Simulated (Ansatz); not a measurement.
We consider 2H MoTe₂, described by PBE-D4 (Ansatz, a quantum-chemistry and plane-wave program, PAW).

Run with plane-wave cutoff 520 eV, 12×12×4 k mesh (along the axes of the cell as run), Fermi–Dirac smearing 0.01 eV, no spin polarisation, scalar-relativistic PAW data made under PBE.

Response to compression and expansion:

Shape and atoms are relaxed at each volume.

```csv
V (Å³/atom),P (GPa),direct gap at Γ (eV),c (Å),a (Å)
23.322,2.15,2.859,13.442,3.467
23.808,0.97,2.857,13.578,3.485
24.294,0.00,2.866,13.730,3.501
24.780,-0.79,2.880,13.894,3.515
25.266,-1.41,2.902,14.073,3.527
```

The fundamental gap (0.61 eV at the equilibrium volume, with added k points) lies elsewhere than Γ–Γ.

Note: the bulk modulus comes from volumes at which shape and atoms were relaxed.

Spin–orbit coupling is not included; with these elements it can move the gap by several tenths of an eV or more.
